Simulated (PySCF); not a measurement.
How the method moves the HOMO and LUMO of `C=CC(=O)OC`

Compound: C4H6O2.
Z-matrix (Å and degrees, PBE0-D3(BJ)/def2-SVP geometry), rows numbered from 1:
```
C 
C   1  1.3339
C   2  1.4824  1  120.47
O   3  1.2052  2  125.65  1    -1.17
O   3  1.3396  2  110.96  1   178.73
C   5  1.4153  3  115.77  2  -180.00
H   1  1.0941  2  119.62  3     0.21
H   1  1.0924  2  121.80  3  -179.89
H   2  1.0928  1  122.59  3   179.90
H   6  1.1007  5  110.84  3   -64.23
H   6  1.1000  5  110.95  3    55.90
H   6  1.0962  5  106.45  3   176.05
```

Basis pcSseg-2 throughout (PySCF), one geometry. Geometry: PBE0-D3(BJ)/def2-SVP, one conformer, isolated molecule.

Question: How do the orbital energies, the gap and the dipole change with the method?

Answer: 
| method | kind | HOMO (eV) | LUMO (eV) | gap (eV) | μ (D) | SCF cycles |
| --- | --- | --- | --- | --- | --- | --- |
| BLYP | GGA | -6.36 | -2.27 | 4.09 | 1.62 | 17 |
| OPBE | GGA | -6.36 | -2.30 | 4.06 | 1.57 | 18 |
| PBE | GGA | -6.46 | -2.40 | 4.05 | 1.61 | 18 |
| B97-D | GGA | -6.46 | -2.30 | 4.16 | 1.61 | 17 |
| BP86 | GGA | -6.57 | -2.48 | 4.08 | 1.61 | 17 |
| KT3 | GGA | -6.59 | -2.35 | 4.25 | 1.58 | 18 |
| KT2 | GGA | -6.64 | -2.37 | 4.27 | 1.59 | 17 |
| LDA | LDA | -6.69 | -2.65 | 4.04 | 1.63 | 16 |
| B97-2 | global hybrid | -7.82 | -1.48 | 6.33 | 1.62 | 14 |
| B3LYP | global hybrid | -7.87 | -1.67 | 6.20 | 1.64 | 14 |
| PBE0 | global hybrid | -8.13 | -1.44 | 6.69 | 1.63 | 14 |
| mPW1PW91 | global hybrid | -8.16 | -1.45 | 6.71 | 1.63 | 14 |
| BHandHLYP | global hybrid | -9.27 | -0.36 | 8.91 | 1.67 | 13 |
| CAM-B3LYP | range-separated hybrid | -9.62 | -0.30 | 9.32 | 1.64 | 14 |
| wB97X-D | range-separated hybrid | -10.06 | 0.38 | 10.44 | 1.64 | 14 |
| HF | Hartree–Fock | -10.76 | 2.34 | 13.10 | 1.75 | 12 |
| LC-wPBE | range-separated hybrid | -10.96 | 0.87 | 11.83 | 1.62 | 15 |

The HOMO spans 4.60 eV, from BLYP down to LC-wPBE, and the gap runs from 4.04 eV (LDA) to 13.10 eV (HF). Over the methods BLYP (0 %), OPBE (0 %), PBE (0 %), B97-D (0 %), BP86 (0 %), KT3 (0 %), KT2 (0 %), LDA (0 %), B97-2 (21 %), B3LYP (20 %), PBE0 (25 %), mPW1PW91 (25 %), BHandHLYP (50 %), HF (100 %), a straight line through the gap against the share of exact exchange rises by 0.91 eV for each 10 % (correlation coefficient 0.998). The dipole ranges from 1.57 D (OPBE) to 1.75 D (HF). This basis has no diffuse functions.

The vertical ΔSCF ionisation energy at CAM-B3LYP/def2-SVPD is 10.55 eV; −ε(HOMO) comes closest to it with HF (10.76 eV).
